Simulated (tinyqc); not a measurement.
Worked calculation: CCSD on RHF in the sto-3g basis, frozen core, for BH2+, spin multiplicity 1. One step of it, computed by the program tinyqc.

Question. Iteration 1: building the Fock matrix. J_ij = sum D_kl (ij|kl), K_ij = sum D_kl (ik|jl); F = H + J - 0.5 K; E = tr D H + tr D J / 2 - 0.25 tr D K + E_nn.

D at the start:
```
            1B 1s      1B 2s    1B 2px     1B 2py     1B 2pz      2H 1s      3H 1s
1B 1s    1.860598  -0.460531  0.000000   0.000000   0.012577  -0.033198  -0.033198
1B 2s   -0.460531   1.722831  0.000000   0.000000  -0.039362   0.122562   0.122562
1B 2px   0.000000   0.000000  0.274570   0.000000   0.000000   0.000000   0.000000
1B 2py   0.000000   0.000000  0.000000   0.224959   0.000000   0.043130  -0.043130
1B 2pz   0.012577  -0.039362  0.000000   0.000000   0.264447   0.016754   0.016754
2H 1s   -0.033198   0.122562  0.000000   0.043130   0.016754   0.809859   0.013718
3H 1s   -0.033198   0.122562  0.000000  -0.043130   0.016754   0.013718   0.809859
```

core Hamiltonian H = T + V (hartree):
```
             1B 1s      1B 2s     1B 2px     1B 2py     1B 2pz      2H 1s      3H 1s
1B 1s   -13.128661  -3.404832   0.000000   0.000000  -0.012837  -0.647195  -0.647195
1B 2s    -3.404832  -4.202173   0.000000   0.000000  -0.117840  -1.563930  -1.563930
1B 2px    0.000000   0.000000  -3.339529   0.000000   0.000000   0.000000   0.000000
1B 2py    0.000000   0.000000   0.000000  -3.506351   0.000000  -1.331767   1.331767
1B 2pz   -0.012837  -0.117840   0.000000   0.000000  -3.375035  -0.633076  -0.633076
2H 1s    -0.647195  -1.563930   0.000000  -1.331767  -0.633076  -2.689813  -0.250822
3H 1s    -0.647195  -1.563930   0.000000   1.331767  -0.633076  -0.250822  -2.689813
```

Two-electron integrals (ij|kl) in chemists' order, unique and non-zero (hartree):
```
(11|11) 2.923513    (21|11) 0.518376    (21|21) 0.109262    (22|11) 0.744229
(22|21) 0.193177    (22|22) 0.544804    (31|31) 0.020264    (32|31) 0.029996
(32|32) 0.120346    (33|11) 0.742491    (33|21) 0.193240    (33|22) 0.544682
(33|33) 0.586773    (41|41) 0.020264    (42|41) 0.029996    (42|42) 0.120346
(43|43) 0.031630    (44|11) 0.742491    (44|21) 0.193240    (44|22) 0.544682
(44|33) 0.523513    (44|44) 0.586773    (51|51) 0.020264    (52|51) 0.029996
(52|52) 0.120346    (53|53) 0.031630    (54|54) 0.031630    (55|11) 0.742491
(55|21) 0.193240    (55|22) 0.544682    (55|33) 0.523513    (55|44) 0.523513
(55|55) 0.586773    (61|11) 0.096901    (61|21) 0.020362    (61|22) 0.036148
(61|33) 0.035974    (61|41) 0.001331    (61|42) 0.002460    (61|44) 0.036422
(61|51) 0.000614    (61|52) 0.001135    (61|54) 0.000207    (61|55) 0.036070
(61|61) 0.003913    (62|11) 0.238368    (62|21) 0.062862    (62|22) 0.195596
(62|33) 0.189959    (62|41) 0.006280    (62|42) 0.038573    (62|44) 0.203751
(62|51) 0.002897    (62|52) 0.017796    (62|54) 0.006363    (62|55) 0.192895
(62|61) 0.012512    (62|62) 0.097622    (63|31) 0.006230    (63|32) 0.029268
(63|43) 0.007161    (63|53) 0.003304    (63|63) 0.010624    (64|11) 0.204255
(64|21) 0.054572    (64|22) 0.179195    (64|33) 0.169690    (64|41) 0.010926
(64|42) 0.061489    (64|44) 0.195557    (64|51) 0.002167    (64|52) 0.014865
(64|54) 0.008630    (64|55) 0.172147    (64|61) 0.011379    (64|62) 0.104658
(64|64) 0.120547    (65|11) 0.094232    (65|21) 0.025177    (65|22) 0.082671
(65|33) 0.078285    (65|41) 0.002167    (65|42) 0.014865    (65|44) 0.083612
(65|51) 0.007229    (65|52) 0.036126    (65|54) 0.009618    (65|55) 0.086027
(65|61) 0.005250    (65|62) 0.048284    (65|64) 0.050712    (65|65) 0.034020
(66|11) 0.399791    (66|21) 0.107382    (66|22) 0.378334    (66|33) 0.355964
(66|41) 0.012861    (66|42) 0.105236    (66|44) 0.410924    (66|51) 0.005933
(66|52) 0.048550    (66|54) 0.025356    (66|55) 0.367661    (66|61) 0.021762
(66|62) 0.242835    (66|64) 0.282670    (66|65) 0.130408    (66|66) 0.774606
(71|11) 0.096901    (71|21) 0.020362    (71|22) 0.036148    (71|33) 0.035974
(71|41) -0.001331   (71|42) -0.002460   (71|44) 0.036422    (71|51) 0.000614
(71|52) 0.001135    (71|54) -0.000207   (71|55) 0.036070    (71|61) 0.003723
(71|62) 0.011353    (71|64) 0.009416    (71|65) 0.004778    (71|66) 0.019262
(71|71) 0.003913    (72|11) 0.238368    (72|21) 0.062862    (72|22) 0.195596
(72|33) 0.189959    (72|41) -0.006280   (72|42) -0.038573   (72|44) 0.203751
(72|51) 0.002897    (72|52) 0.017796    (72|54) -0.006363   (72|55) 0.192895
(72|61) 0.011353    (72|62) 0.062047    (72|64) 0.049854    (72|65) 0.029949
(72|66) 0.116242    (72|71) 0.012512    (72|72) 0.097622    (73|31) 0.006230
(73|32) 0.029268    (73|43) -0.007161   (73|53) 0.003304    (73|63) 0.006039
(73|73) 0.010624    (74|11) -0.204255   (74|21) -0.054572   (74|22) -0.179195
(74|33) -0.169690   (74|41) 0.010926    (74|42) 0.061489    (74|44) -0.195557
(74|51) -0.002167   (74|52) -0.014865   (74|54) 0.008630    (74|55) -0.172147
(74|61) -0.009416   (74|62) -0.049854   (74|64) -0.035415   (74|65) -0.023662
(74|66) -0.089825   (74|71) -0.011379   (74|72) -0.104658   (74|74) 0.120547
(75|11) 0.094232    (75|21) 0.025177    (75|22) 0.082671    (75|33) 0.078285
(75|41) -0.002167   (75|42) -0.014865   (75|44) 0.083612    (75|51) 0.007229
(75|52) 0.036126    (75|54) -0.009618   (75|55) 0.086027    (75|61) 0.004778
(75|62) 0.029949    (75|64) 0.023662    (75|65) 0.020175    (75|66) 0.058504
(75|71) 0.005250    (75|72) 0.048284    (75|74) -0.050712   (75|75) 0.034020
(76|11) 0.035620    (76|21) 0.009372    (76|22) 0.029114    (76|33) 0.028365
(76|44) 0.029447    (76|51) 0.000759    (76|52) 0.004608    (76|55) 0.029505
(76|61) 0.001789    (76|62) 0.011948    (76|64) 0.011240    (76|65) 0.006465
(76|66) 0.026222    (76|71) 0.001789    (76|72) 0.011948    (76|74) -0.011240
(76|75) 0.006465    (76|76) 0.001867    (77|11) 0.399791    (77|21) 0.107382
(77|22) 0.378334    (77|33) 0.355964    (77|41) -0.012861   (77|42) -0.105236
(77|44) 0.410924    (77|51) 0.005933    (77|52) 0.048550    (77|54) -0.025356
(77|55) 0.367661    (77|61) 0.019262    (77|62) 0.116242    (77|64) 0.089825
(77|65) 0.058504    (77|66) 0.222171    (77|71) 0.021762    (77|72) 0.242835
(77|74) -0.282670   (77|75) 0.130408    (77|76) 0.026222    (77|77) 0.774606
```

nuclear repulsion = 4.26021616 hartree

Give: Coulomb J; exchange K; Fock matrix F; total energy of this density.

Answer.

Coulomb J (hartree):
```
         1B 1s   1B 2s  1B 2px   1B 2py  1B 2pz   2H 1s    3H 1s
1B 1s   7.6055  1.5577  0.0000   0.0000  0.0100  0.2921   0.2921
1B 2s   1.5577  3.3027  0.0000   0.0000  0.0836  1.2149   1.2149
1B 2px  0.0000  0.0000  3.2594   0.0000  0.0000  0.0000   0.0000
1B 2py  0.0000  0.0000  0.0000   3.3569  0.0000  1.1279  -1.1279
1B 2pz  0.0100  0.0836  0.0000   0.0000  3.2801  0.5349   0.5349
2H 1s   0.2921  1.2149  0.0000   1.1279  0.5349  2.5122   0.1802
3H 1s   0.2921  1.2149  0.0000  -1.1279  0.5349  0.1802   2.5122
```

exchange K (hartree):
```
         1B 1s   1B 2s  1B 2px   1B 2py  1B 2pz   2H 1s    3H 1s
1B 1s   5.1696  0.9557  0.0000   0.0000  0.0112  0.1984   0.1984
1B 2s   0.9557  1.3111  0.0000   0.0000  0.0879  0.6391   0.6391
1B 2px  0.0000  0.0000  0.4264   0.0000  0.0000  0.0000   0.0000
1B 2py  0.0000  0.0000  0.0000   0.6237  0.0000  0.3745  -0.3745
1B 2pz  0.0112  0.0879  0.0000   0.0000  0.4682  0.1842   0.1842
2H 1s   0.1984  0.6391  0.0000   0.3745  0.1842  0.9177   0.1711
3H 1s   0.1984  0.6391  0.0000  -0.3745  0.1842  0.1711   0.9177
```

Fock matrix F (hartree):
```
          1B 1s    1B 2s   1B 2px   1B 2py   1B 2pz    2H 1s    3H 1s
1B 1s   -8.1079  -2.3250   0.0000   0.0000  -0.0085  -0.4543  -0.4543
1B 2s   -2.3250  -1.5551   0.0000   0.0000  -0.0782  -0.6686  -0.6686
1B 2px   0.0000   0.0000  -0.2933   0.0000   0.0000   0.0000   0.0000
1B 2py   0.0000   0.0000   0.0000  -0.4614   0.0000  -0.3911   0.3911
1B 2pz  -0.0085  -0.0782   0.0000   0.0000  -0.3290  -0.1903  -0.1903
2H 1s   -0.4543  -0.6686   0.0000  -0.3911  -0.1903  -0.6365  -0.1562
3H 1s   -0.4543  -0.6686   0.0000   0.3911  -0.1903  -0.1562  -0.6365
```

total energy of this density = -22.593844 hartree

This density is the starting one; it is not idempotent, so its energy is not variational and may lie below the converged one.
